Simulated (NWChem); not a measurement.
System: SiH4 cation, doublet; SMILES of the neutral closed-shell parent [SiH4]

Excerpt of the output:

```
             Northwest Computational Chemistry Package (NWChem) 7.3.0
             --------------------------------------------------------

                             Geometry "geometry" -> ""
                             -------------------------

 Output coordinates in angstroms (scale by  1.889725989 to convert to a.u.)

  No.       Tag          Charge          X              Y              Z
 ---- ---------------- ---------- -------------- -------------- --------------
    1 Si                  14.0000     0.08128900     0.19038900     0.00447000
    2 H                    1.0000     1.25983900    -0.05289900    -0.83380600
    3 H                    1.0000    -0.16101100     1.35462300     0.86279800
    4 H                    1.0000    -0.57505700    -1.13818300     0.55713900
    5 H                    1.0000    -1.24545500    -0.43166700    -0.59060200

 Effective nuclear repulsion energy (a.u.)      20.8565027735

                              NWChem Property Module
                              ----------------------

  itol2e modified to match energy
  convergence criterion.

                                 NWChem DFT Module
                                 -----------------

 Summary of "ao basis" -> "ao basis" (spherical)
 ------------------------------------------------------------------------------
       Tag                 Description            Shells   Functions and Types
 ---------------- ------------------------------  ------  ---------------------
 Si                        def2-tzvp                13       37   5s5p2d1f
 H                         def2-tzvp                 4        6   3s1p

  itol2e modified to match energy
  convergence criterion.

            General Information
            -------------------
          SCF calculation type: DFT
          Wavefunction type:  spin polarized.
          No. of atoms     :     5
          No. of electrons :    17
           Alpha electrons :     9
            Beta electrons :     8
          Charge           :     1
          Spin multiplicity:     2
          Use of symmetry is: off; symmetry adaption is: off
          Maximum number of iterations: 150
          AO basis - number of functions:    61
                     number of shells:    29
          Convergence on energy requested:  1.00D-07
          Convergence on density requested:  1.00D-05
          Convergence on gradient requested:  5.00D-04

              XC Information
              --------------
                     Hartree-Fock (Exact) Exchange  1.000
                   CAM-Becke88 Exchange Functional  1.000
                      VWN V Correlation Functional  0.190 local
              Lee-Yang-Parr Correlation Functional  0.810

           Range-Separation Parameters
           ---------------------------
           Alpha           :  0.19
           Beta            :  0.46
           Gamma           :  0.33
           Short-Range HF  :     F

             Grid Information
             ----------------
          Grid used for XC integration:  fine
          Radial quadrature: Mura-Knowles
          Angular quadrature: Lebedev.
          Tag              B.-S. Rad. Rad. Pts. Rad. Cut. Ang. Pts.
          ---              ---------- --------- --------- ---------
          Si                  1.10      123           8.0       770
          H                   0.35       60           9.0       590
          Grid pruning is: on
          Number of quadrature shells:   363
          Spatial weights used:  Erf1

      Superposition of Atomic Density Guess
      -------------------------------------

 Sum of atomic energies:        -290.83464730

 Renormalizing density from      18.00 to     17

      Non-variational initial energy
      ------------------------------

 Total energy =    -280.596463
 1-e energy   =    -418.981703
 2-e energy   =     117.528737
 HOMO         =      -0.625449
 LUMO         =      -0.272722

   convergence    iter        energy       DeltaE   RMS-Dens  Diis-err
 ---------------- ----- ----------------- --------- --------- ---------
 d= 0,ls=0.0,diis     1   -291.3067085173 -3.12D+02  8.16D-03  1.10D+00
                                                     7.54D-03  1.08D+00
 d= 0,ls=0.0,diis     2   -291.4327397087 -1.26D-01  2.44D-03  2.63D-01
                                                     2.44D-03  2.62D-01
 d= 0,ls=0.0,diis     3   -291.4691992381 -3.65D-02  2.44D-04  2.69D-04
                                                     2.12D-04  2.04D-04
 d= 0,ls=0.0,diis     4   -291.4695471614 -3.48D-04  1.45D-04  2.84D-05
                                                     1.01D-04  1.86D-05
 d= 0,ls=0.0,diis     5   -291.4696062963 -5.91D-05  3.81D-05  1.61D-06
                                                     4.14D-05  3.69D-06
  Resetting Diis
 d= 0,ls=0.0,diis     6   -291.4696111216 -4.83D-06  1.32D-05  1.42D-07
                                                     1.17D-05  1.33D-07
 d= 0,ls=0.0,diis     7   -291.4696114342 -3.13D-07  8.49D-07  2.82D-09
                                                     7.93D-07  2.05D-09
 d= 0,ls=0.0,diis     8   -291.4696114380 -3.83D-09  4.85D-07  3.71D-10
                                                     5.06D-07  3.57D-10

         Total DFT energy =     -291.469611438003
      One electron energy =     -439.393181600332
           Coulomb energy =      149.110062484109
    Exchange-Corr. energy =      -22.042995095272
 Nuclear repulsion energy =       20.856502773492

 Numeric. integr. density =       17.000001136935

                    DFT Final Alpha Molecular Orbital Analysis
                    ------------------------------------------

 Vector    7  Occ=1.000000D+00  E=-7.468387D-01
              MO Center=  2.3D-02,  1.3D-01,  3.2D-03, r^2= 2.3D+00
   Bfn.  Coefficient  Atom+Function         Bfn.  Coefficient  Atom+Function
  ----- ------------  ---------------      ----- ------------  ---------------
     4      0.264974  1 Si s                 15      0.202775  1 Si px
    16      0.199446  1 Si py                51     -0.182537  4 H  s
    57     -0.182536  5 H  s                 39      0.148677  2 H  s
    45      0.148661  3 H  s                  3     -0.145368  1 Si s
     5      0.121899  1 Si s                 50     -0.106699  4 H  s

 Vector    8  Occ=1.000000D+00  E=-6.959433D-01
              MO Center=  3.8D-01,  4.8D-01,  1.1D-02, r^2= 2.0D+00
   Bfn.  Coefficient  Atom+Function         Bfn.  Coefficient  Atom+Function
  ----- ------------  ---------------      ----- ------------  ---------------
    17      0.232637  1 Si pz                39     -0.223353  2 H  s
    45      0.223364  3 H  s                 15     -0.194796  1 Si px
    16      0.192988  1 Si py                38     -0.143364  2 H  s
    44      0.143371  3 H  s                 14      0.096241  1 Si pz
     8     -0.094971  1 Si pz                40     -0.083602  2 H  s

 Vector    9  Occ=1.000000D+00  E=-6.425803D-01
              MO Center= -5.5D-01, -4.3D-01, -9.1D-03, r^2= 1.8D+00
   Bfn.  Coefficient  Atom+Function         Bfn.  Coefficient  Atom+Function
  ----- ------------  ---------------      ----- ------------  ---------------
    17      0.282546  1 Si pz                51      0.267815  4 H  s
    57     -0.267812  5 H  s                 16     -0.173969  1 Si py
    15      0.165079  1 Si px                50      0.149807  4 H  s
    56     -0.149806  5 H  s                 52      0.144049  4 H  s
    58     -0.144048  5 H  s                  8     -0.096593  1 Si pz

 Vector   10  Occ=0.000000D+00  E=-2.249845D-01
              MO Center=  5.3D-02,  1.6D-01,  3.9D-03, r^2= 3.2D+00
   Bfn.  Coefficient  Atom+Function         Bfn.  Coefficient  Atom+Function
  ----- ------------  ---------------      ----- ------------  ---------------
    52      0.588938  4 H  s                 58     -0.588927  5 H  s
    20     -0.474066  1 Si pz                17     -0.344221  1 Si pz
    19      0.291926  1 Si py                18     -0.276996  1 Si px
    16      0.211943  1 Si py                51      0.212323  4 H  s
    57     -0.212321  5 H  s                 15     -0.201103  1 Si px

 Vector   11  Occ=0.000000D+00  E=-1.884488D-01
              MO Center= -4.6D-02,  6.5D-02,  1.7D-03, r^2= 3.9D+00
   Bfn.  Coefficient  Atom+Function         Bfn.  Coefficient  Atom+Function
  ----- ------------  ---------------      ----- ------------  ---------------
     5      1.536816  1 Si s                 40     -0.688041  2 H  s
    46     -0.687926  3 H  s                  4      0.556970  1 Si s
    52     -0.536973  4 H  s                 58     -0.536973  5 H  s
     3     -0.283772  1 Si s                 39     -0.150615  2 H  s
    45     -0.150607  3 H  s                 27     -0.124595  1 Si d -1

[...]

          ----------------------
          Hyperfine Interactions
          ----------------------

 Total Spin Density (Fermi Contact Term)
 ------------------ --------------------
     Atom            x         y         z       Density (a.u.)      Aiso(MHz)     Aiso(Gauss)
     1  29-Si     0.15361   0.35978   0.00845       0.007368         -6.548382      -2.336622
     2   1-H      2.38075  -0.09996  -1.57566      -0.005721        -25.571964      -9.124697
     3   1-H     -0.30427   2.55987   1.63045      -0.005721        -25.571498      -9.124531
     4   1-H     -1.08670  -2.15085   1.05284       0.131233        586.595738     209.311592
     5   1-H     -2.35357  -0.81573  -1.11608       0.131230        586.581195     209.306403

           -------------------------------------------
           Anisotropic Interaction (Spin-Dipolar Term)
           -------------------------------------------

 ------------------------------------------------------------
     Atom            x         y         z
 ------------------------------------------------------------
     1  29-Si     0.15361   0.35978   0.00845

   Spin-Dipolar term (a.u.)
        xx             yy             zz             xy             xz             yz
 ------------------------------------------------------------------------------------------
      -0.239206      -0.202191       0.441397      -0.406708       0.530904      -0.562990

   Principal Comp. of -hf- tensor (au)            Anisotropic -hfcc- (MHz)               Anisotropic -hfcc- (Gauss)
 --------------------------------------------------------------------------------------------------------------------------
     -0.470264    -0.627905     1.098169      49.887527    66.610743  -116.498270      17.801080    23.768329   -41.569409

   Orientation of the principal axis of Hyperfine Tensor w.r.t absolute (molecular) frame
 --------------------------------------------------------------------------------------------------------------------------
      0.541752     0.712823     0.445408
     -0.536672     0.701178    -0.469396
     -0.646907     0.015258     0.762417

 ------------------------------------------------------------
     Atom            x         y         z
 ------------------------------------------------------------
     2   1-H      2.38075  -0.09996  -1.57566

   Spin-Dipolar term (a.u.)
        xx             yy             zz             xy             xz             yz
 ------------------------------------------------------------------------------------------
       0.013670      -0.011918      -0.001752       0.001602      -0.008566      -0.006622

   Principal Comp. of -hf- tensor (au)            Anisotropic -hfcc- (MHz)               Anisotropic -hfcc- (Gauss)
 --------------------------------------------------------------------------------------------------------------------------
      0.018085    -0.015405    -0.002680       9.649297    -8.219266    -1.430031       3.443103    -2.932834    -0.510270

   Orientation of the principal axis of Hyperfine Tensor w.r.t absolute (molecular) frame
 --------------------------------------------------------------------------------------------------------------------------
      0.890374     0.093874     0.445445
      0.142936     0.871371    -0.469342
     -0.432207     0.481560     0.762428

 ------------------------------------------------------------
     Atom            x         y         z
 ------------------------------------------------------------
     3   1-H     -0.30427   2.55987   1.63045

   Spin-Dipolar term (a.u.)
        xx             yy             zz             xy             xz             yz
 ------------------------------------------------------------------------------------------
      -0.012148       0.013240      -0.001092       0.001692       0.006572       0.008814

   Principal Comp. of -hf- tensor (au)            Anisotropic -hfcc- (MHz)               Anisotropic -hfcc- (Gauss)
 --------------------------------------------------------------------------------------------------------------------------
     -0.015405     0.018085    -0.002680      -8.219432     9.649438    -1.430006      -2.932893     3.443154    -0.510261

   Orientation of the principal axis of Hyperfine Tensor w.r.t absolute (molecular) frame
 --------------------------------------------------------------------------------------------------------------------------
      0.883050     0.147944     0.445348
      0.089582     0.878412    -0.469433
     -0.460649     0.454428     0.762429

 ------------------------------------------------------------
     Atom            x         y         z
 ------------------------------------------------------------
     4   1-H     -1.08670  -2.15085   1.05284

   Spin-Dipolar term (a.u.)
        xx             yy             zz             xy             xz             yz
 ------------------------------------------------------------------------------------------
       0.016919       0.005442      -0.022361       0.033496       0.004804       0.005279

   Principal Comp. of -hf- tensor (au)            Anisotropic -hfcc- (MHz)               Anisotropic -hfcc- (Gauss)
 --------------------------------------------------------------------------------------------------------------------------
      0.045898    -0.022003    -0.023894      24.488867   -11.740007   -12.748859       8.738222    -4.189120    -4.549102

   Orientation of the principal axis of Hyperfine Tensor w.r.t absolute (molecular) frame
 --------------------------------------------------------------------------------------------------------------------------
      0.759495    -0.541723     0.360143
      0.642286     0.536714    -0.547180
      0.103126     0.646895     0.755573

 ------------------------------------------------------------
     Atom            x         y         z
 ------------------------------------------------------------
     5   1-H     -2.35357  -0.81573  -1.11608

   Spin-Dipolar term (a.u.)
        xx             yy             zz             xy             xz             yz
 ------------------------------------------------------------------------------------------
       0.006753       0.015979      -0.022732       0.033853      -0.004001      -0.003160

   Principal Comp. of -hf- tensor (au)            Anisotropic -hfcc- (MHz)               Anisotropic -hfcc- (Gauss)
 --------------------------------------------------------------------------------------------------------------------------
     -0.022004     0.045898    -0.023894     -11.740283    24.488918   -12.748635      -4.189218     8.738240    -4.549022

   Orientation of the principal axis of Hyperfine Tensor w.r.t absolute (molecular) frame
 --------------------------------------------------------------------------------------------------------------------------
      0.541708     0.656643     0.524760
     -0.536637     0.750675    -0.385367
     -0.646973    -0.072849     0.759025
```

Level: CAM-B3LYP/def2-TZVP, spin-unrestricted, contact and dipolar terms. Geometry: optimised at B3LYP/6-31G* (spherical d), spin-unrestricted. This spin state was assumed; another may lie lower. No stability test was run on the SCF state.

### Question
Which NWChem input produces such a log?

### Answer
One answer among several that fit: the input that was run:
```
start job
memory heap 200 mb stack 900 mb global 1100 mb
charge 1
geometry units angstroms noautosym nocenter noautoz
  Si     0.081289     0.190389     0.004470
  H      1.259839    -0.052899    -0.833806
  H     -0.161011     1.354623     0.862798
  H     -0.575057    -1.138183     0.557139
  H     -1.245455    -0.431667    -0.590602
end
basis spherical
  * library def2-tzvp
end
dft
  odft
  mult 2
  xc xcamb88 1.00 lyp 0.81 vwn_5 0.19 hfexch 1.00
  cam 0.33 cam_alpha 0.19 cam_beta 0.46
  iterations 150
end
property
  hyperfine
end
task dft property
```
